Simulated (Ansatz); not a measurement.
**C₂N+ (triplet): from Hartree-Fock to the top rungs, def2-QZVPP**

An exercise on one series of results from a longer session: the logs are not shown, and one member is left open.

Method: def2-QZVPP, core rule «outside noble gas», up to 3 orbitals frozen; program: Ansatz 0.2.0, Gaussian basis.

The runs, in order: UHF; ROHF; CCSD(T) on UHF.

## The system

The geometry is a PBE0/def2-TZVP stationary point (not a proven minimum) of the parent state, kept for this charge and spin.

3 atoms, charge 1, spin multiplicity 3.

Atoms are counted from 1 here; the program's logs count them from 0.

Bond lengths: C1–C2 1.310 Å, C2–N3 1.190 Å. Angles: C1–C2–N3 180.0°.

As a file:

```
C     0.0000    0.0000    1.2699
C     0.0000    0.0000   -0.0398
N     0.0000    0.0000   -1.2300
```

Set-up of the first run:

in.yaml reads:

```yaml
crystal:
  periodic: [false, false, false]
  atoms:
    - {symbol: C, position_ang: [0.000000, 0.000000, 1.269867]}
    - {symbol: C, position_ang: [0.000000, 0.000000, -0.039833]}
    - {symbol: N, position_ang: [0.000000, 0.000000, -1.230033]}
basis:
  gaussian: {orbitals: "def2-QZVPP.json"}
total_charge: 1
magnetization: {spin_polarized: true, initial_magnetization: 2}
hamiltonian: {xc: hf}
output: {orbitals: {seedname: orbitals}}
```

Launch:

```bash
ansatz run in.yaml --threads 1 --pin off --events-out ev --progress --plain --max-ram 2393MiB
```

Among the steps run: UHF; ROHF; CCSD(T) on UHF.

One of the session's tables, all rows but one given; the rest of the session is left out.

```
  method  from UCCSD(T) (meV)
    ROHF             +12607.3
     UHF             +11717.2
    UMP2                    ?
   UCCSD               +704.5
UCCSD(T)                    0
```

Q: Estimate the row for UMP2 from the others.

**Answer.** from UCCSD(T) (meV): +1874.8. In the column «from UCCSD(T) (meV)» it lies between UCCSD (+704.5) and UHF (+11717.2).

Limits of these values: The determinant is far from a pure spin state, so its energy mixes those of several spin states (harmless only where they are near-degenerate, as at dissociation).
